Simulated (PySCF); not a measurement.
Geometries of 2 isomers of C3H4F2, from PBE0-D3(BJ)/def2-SVP geometry optimisation, gas phase (PySCF 2.14.0). One conformer each, no zero-point energy, no frequencies.

Problem. Which isomer lies lower at this level?
A.
```xyz
9
angstrom
F      2.422    0.381   -0.741
C      1.175    0.560   -0.318
C      0.327   -0.449   -0.158
C     -1.072   -0.256    0.317
F     -1.344    1.068    0.543
H      0.929    1.607   -0.123
H      0.655   -1.470   -0.376
H     -1.792   -0.640   -0.430
H     -1.245   -0.816    1.254
```
B.
```xyz
9
angstrom
F      0.273    1.080    1.543
C      0.249    0.704    0.259
F      0.710    1.697   -0.512
C      0.564   -0.693   -0.091
C     -0.859   -0.138   -0.227
H      1.129   -0.870   -1.010
H      0.763   -1.387    0.729
H     -1.235    0.052   -1.235
H     -1.603   -0.466    0.504
```

Solution. B. That is `FC1(F)CC1`, 4.6 kcal/mol below the other.

| SMILES | atoms numbered as above | E (Eh) | relative (kcal/mol) | relative (kJ/mol) | dipole (D) |
| --- | --- | --- | --- | --- | --- |
| FC1(F)CC1 | [F:1][C:2]1([F:3])[CH2:4][CH2:5]1 | -315.81140 | 0.0 | 0.0 | 1.99 |
| F/C=C/CF | [F:1]/[CH:2]=[CH:3]/[CH2:4][F:5] | -315.80412 | 4.6 | 19.1 | 1.60 |

As drawn, the lower has a three-membered ring and two fluorines on one carbon, which the higher lacks; the higher has a C=C bond outside aromatic rings, which the lower lacks.
